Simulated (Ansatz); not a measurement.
Energy needed to pull apart CH3 (SMILES [CH3]), doublet, into free ground-state atoms, from the structure below (displaced at random from a GFN2-xTB minimum); no zero-point or spin–orbit terms; open-shell atoms are treated unrestricted, in their ground-state multiplicity.

C1  (0.014, 0.000, 0.002)
H2  (0.032, 0.976, 0.620)
H3  (-0.872, -0.200, -0.612)
H4  (0.773, -0.703, 0.036)
(Å)

Computed with Ansatz 0.2.0 (basis: def2-TZVPP); correlated methods freeze the cores; orbitals are unrestricted.

```json
{"method": "SPW92", "atomization energy (kcal/mol)": "336.2"}
{"method": "PBE-D4", "atomization energy (kcal/mol)": "307.6"}
{"method": "r2SCAN-D4", "atomization energy (kcal/mol)": "308.4"}
{"method": "PBE0-D4", "atomization energy (kcal/mol)": "305.5"}
{"method": "r2SCANh-D4", "atomization energy (kcal/mol)": "307.5"}
{"method": "wB97M-V", "atomization energy (kcal/mol)": "304.4"}
{"method": "HF", "atomization energy (kcal/mol)": "?"}
{"method": "MP2", "atomization energy (kcal/mol)": "296.7"}
{"method": "CCSD", "atomization energy (kcal/mol)": "?"}
{"method": "CCSD(T)", "atomization energy (kcal/mol)": "298.8"}
```

Question: What does CCSD give? (To be estimated.)

Answer: Computed: 297.1 kcal/mol, which is about 1.7 kcal/mol less than CCSD(T)/def2-TZVPP.

Question: What does HF give? (Judge from chemistry; the value comes from the calculation.)

Answer: By the calculation: 239.1 kcal/mol, which is about 59.7 kcal/mol less than CCSD(T)/def2-TZVPP.

In triple zeta the MP2 and coupled-cluster atomization energies are still short of their basis limit by a few kcal/mol a bond, whereas those of the functionals are nearly converged, so these differences are not deviations from converged CCSD(T).

T1 diagnostic: at most 0.009. ⟨S²⟩ of the unrestricted Hartree–Fock references: 0.76 (a pure state has 0.75).

For scale, one of the runs: CCSD(T)/def2-TZVPP forces, 73 basis functions (an equivalent command: `ansatz run in.yaml --threads 4`). The run took about 2.7 s on 4 CPU threads (shared host).
